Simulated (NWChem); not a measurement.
# Ionisation of Na (+1)

```xyz
1

Na     0.0000     0.0000     0.0000
```
Charge +1, spin multiplicity 1.

Everything below was run with NWChem.

Basis set: def2-TZVPD. −ε marks an orbital energy of the parent.

### Question
For the first vertical ionisation energy, G0W0@CAM-B3LYP gives 46.10 eV and G0W0@PBE gives 45.49 eV. What do G0W0@PBE0, −ε(HOMO) of HF, −ε(HOMO) of BP86 give?

### Answer
G0W0@PBE0: 45.84 eV; −ε(HOMO) of HF: 48.91 eV; −ε(HOMO) of BP86: 36.44 eV.
